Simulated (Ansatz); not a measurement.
# CH3BN: the cost of one run

All numbers below are computed with Ansatz 0.2.0 (RKS PBE0/def2-SVP).

### 1 The system as given

Bond lengths: B1–C2 1.511 Å, C2–N3 1.147 Å, B1–H4 1.165 Å, B1–H5 1.165 Å, N3–H6 1.007 Å. Angles: B1–C2–N3 179.8°, C2–B1–H4 118.7°, C2–B1–H5 118.7°, H4–B1–H5 122.7°, C2–N3–H6 179.8°.

Structure file:

```xyz
6

B    -0.8181    0.2815   -0.7104
C     0.2884   -0.0990    0.2460
N     1.1263   -0.3863    0.9745
H    -1.3021   -0.5516   -1.3655
H    -1.1540    1.3959   -0.7614
H     1.8595   -0.6405    1.6168
```

### 2 Relaxing end A

Contents of input.yaml:

```yaml
crystal:
  periodic: [false, false, false]
  atoms:
    - { symbol: B, position_ang: [-0.81811, 0.28152, -0.71043] }
    - { symbol: C, position_ang: [0.28841, -0.09901, 0.24604] }
    - { symbol: "N", position_ang: [1.12628, -0.38628, 0.97445] }
    - { symbol: H, position_ang: [-1.3021, -0.55156, -1.36546] }
    - { symbol: H, position_ang: [-1.154, 1.39589, -0.7614] }
    - { symbol: H, position_ang: [1.85952, -0.64055, 1.61681] }
total_charge: 1
basis:
  gaussian: { orbitals: def2-SVP }
hamiltonian:
  xc: pbe0
relax:
  f_tol: 0.02
  max_steps: 50
```

Command:

```bash
$ ansatz run input.yaml --threads 1 --pin off --max-ram 2048MiB --backend cpu --events-out ev --progress --plain --runs-dir out
```

What time and memory should one allow on 1 thread of an x86-64 CPU, shared host?

About 8.8 s, with a peak of 0.14 GiB.
